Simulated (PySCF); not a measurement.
**NaF: from the state search to spectroscopic constants**

One table from this session's results is given with a row withheld; the runs are named, their logs left out.

Program: PySCF 2.14.0. Level of theory: Na 3-21G, F 3-21G, no relativity. These are calculated values, not measurements.

Set-up of the first run:

Settings of the job:

```yaml
atoms: Na, F
charge: 0
basis: Na 3-21G, F 3-21G
Hamiltonian: no relativity
basis_functions: 22
electrons_treated: 20
masses_in_u: 22.9898, 18.9984
levels: PBE0, PBE, r²SCAN, TPSS, BHandHLYP, PBEsol, HF, MP2, SCS-MP2, CCSD, CCSD(T)
grid: 80 radial by 434 angular points
occupations: held fixed by the projection of orbital angular momentum
dissociation_limit: Na + F, each in its ground configuration
starting_distance_in_angstrom: 2.190
values_of_2S_to_try: 0, 2
```

On the command line:

```
$ OMP_NUM_THREADS=1 python dia.py task.json out
```

Steps of the session up to this table: Set-up; The PBE0 curve of the state that the search chose; Higher solutions at PBE0; PBE; r²SCAN; TPSS; BHandHLYP (global hybrid GGA); PBEsol; RHF (mean field); MP2 and coupled cluster.

One of the session's tables, all rows but one given; the rest of the session is left out.

Energy (eV) from each level's lowest point:

| R (Å) | RHF | RHF-MP2 | RHF-SCS-MP2 | RHF-CCSD | RHF-CCSD(T) |
| --- | --- | --- | --- | --- | --- |
| 1.619 | 0.681 | 0.746 | 0.742 | n/a | n/a |
| 1.694 | 0.277 | 0.325 | 0.321 | 0.318 | 0.331 |
| 1.769 | ? | ? | ? | ? | ? |
| 1.825 | 0.008 | 0.022 | 0.021 | 0.020 | 0.024 |
| 1.882 | 0.000 | 0.000 | 0.000 | 0.000 | 0.000 |
| 1.938 | 0.033 | 0.019 | 0.020 | 0.021 | 0.017 |
| 2.014 | 0.121 | 0.090 | 0.092 | 0.093 | 0.083 |
| 2.108 | 0.277 | 0.225 | 0.228 | 0.231 | 0.213 |
| 2.221 | 0.501 | 0.429 | 0.432 | 0.435 | 0.409 |
| 2.371 | 0.830 | 0.738 | 0.739 | n/a | n/a |

Estimate the missing values for R (Å) = 1.769.

Worked estimate for «RHF». A straight line through the neighbours (1.694, 0.277) and (1.825, 0.008) gives 0.277 + (0.008 − 0.277) × (1.769 − 1.694) / (1.825 − 1.694) = 0.123; a parabola fitted to 4 rows on both sides gives 0.062.

**Answer.** RHF: 0.071; RHF-MP2: 0.100; RHF-SCS-MP2: 0.098; RHF-CCSD: 0.096; RHF-CCSD(T): 0.104. In «RHF» the line misses by +0.052 and the parabola by -0.009.
